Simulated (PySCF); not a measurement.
Redox energetics: propiolic acid

Molecule: propiolic acid, `C#CC(=O)O` (C3H2O2). Non-hydrogen atoms are numbered in `[CH:1]#[C:2][C:3](=[O:4])[OH:5]`.

Energies: ωB97X-D3(BJ)/ma-def2-TZVP (PySCF, density fitting, integration grid level 2) on PBE0-D3(BJ)/ma-def2-SVP structures. The prefix ma- adds one diffuse s and one diffuse p function on all atoms but H. Thermal corrections: PBE0-D3(BJ)/ma-def2-SVP frequencies, unscaled, ideal gas at 298.15 K and 1 bar, quasi-RRHO entropy.

Frontier levels of the parent: HOMO -10.99 eV, LUMO 0.54 eV.

Oxidation to the radical cation:
- Vertical ionisation energy (electronic): 11.09 eV
- Adiabatic ionisation energy (with zero-point energy): 10.70 eV
- Adiabatic, electronic part: 10.74 eV
- Vertical gap at the product's structure: 10.19 eV
- Inner reorganisation energy (four-point): 900 meV
- Relaxation of product / of parent: 349 / 550 meV
- ⟨S²⟩ of the product: 0.774
- Largest spin populations: O4 0.64, C1 0.37
- Largest changes of atomic charge: O4 0.33, C1 0.26, O5 0.14, C2 0.09
- Distances that move most (Å): C3–O5 1.336 → 1.274; C3–O4 1.203 → 1.236; C2–C3 1.449 → 1.421; C1–C2 1.210 → 1.230
- Potential in acetonitrile: 8.29 V absolute, 3.74 V against Fc+/Fc computed at 4.54 V (solvation -32 → -263 kJ/mol)

Reduction to the radical anion:
| Quantity | Value |
| --- | --- |
| Vertical electron affinity (electronic) | -0.49 eV |
| Adiabatic electron affinity (with zero-point energy) | 0.16 eV |
| Adiabatic, electronic part | 0.07 eV |
| Vertical gap at the product's structure | 1.09 eV |
| ⟨S²⟩ of the product | 0.766 |
| Largest spin populations | C1 0.47, C3 0.21, O4 0.19 |
| Largest changes of atomic charge | C1 -0.31, O4 -0.20, C3 -0.15, O5 -0.10 |
| Distances that move most (Å) | C3–O5 1.336 → 1.402; C2–C3 1.449 → 1.385; C1–C2 1.210 → 1.268; C3–O4 1.203 → 1.252 |
| Potential in acetonitrile | 2.44 V absolute, -2.10 V against Fc+/Fc computed at 4.54 V (solvation -32 → -250 kJ/mol) |

Solvents are IEF-PCM continua (electrostatics only, gas-phase structures); absolute potentials refer to an electron at rest in vacuum. Fc+/Fc in acetonitrile, 4.54 V, is ωB97X-D3(BJ)/ma-def2-TZVP on PBE0-D3(BJ)/def2-SVP structures with GFN2-xTB thermal terms. Benchmark calculations put it near 5.0 V in acetonitrile and DMSO, so it is about 0.5 V low, and the value against it can read up to that much too high.

Measured values (NIST Chemistry WebBook, evaluated or the median of agreeing entries): vertical ionisation energy 10.90 eV (computed 11.09, difference 0.19); adiabatic ionisation energy 10.45 eV (computed 10.70, difference 0.25).

Known limits: a negative vertical affinity means that the electron isn't bound at that structure, so the value and what is derived from it hang on the basis.

Hardware: 1 thread of Intel Xeon Platinum 8259CL @ 2.50GHz, shared with other jobs. Command: `OMP_NUM_THREADS=1 python redox_run.py task.json out`. Structures, frequencies and single points: 12 min.

Differences come from unrounded values, so a last digit can differ from that of the printed terms.
